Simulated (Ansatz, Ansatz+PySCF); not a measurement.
```xyz
5

C     0.0393   -0.0309   -0.0016
F     0.7939    0.7959    0.7572
F     0.7448   -0.7668   -0.7124
F    -0.7321    0.7442   -0.7985
F    -0.7794   -0.7377    0.8000
```

RHF on singlet CF₄ was run in several spherical basis sets with Ansatz (development build ahead of 0.2.0).

**Question.** Rank the basis sets by the total energy that they give, lowest first, with the distance from the lowest.
A. def2-SVP
B. aug-cc-pVDZ
C. 6-31G
D. cc-pVDZ
E. def2-TZVP
F. STO-3G
G. cc-pVTZ
H. 6-31G(d)

**Answer.** E (0.00 eV), G (0.67 eV), B (3.94 eV), D (4.76 eV), H (5.45 eV), C (9.66 eV), A (14.85 eV), F (170.65 eV).

Totals follow the description of the cores as much as that of the bonds, so this order isn't one of quality for chemistry.
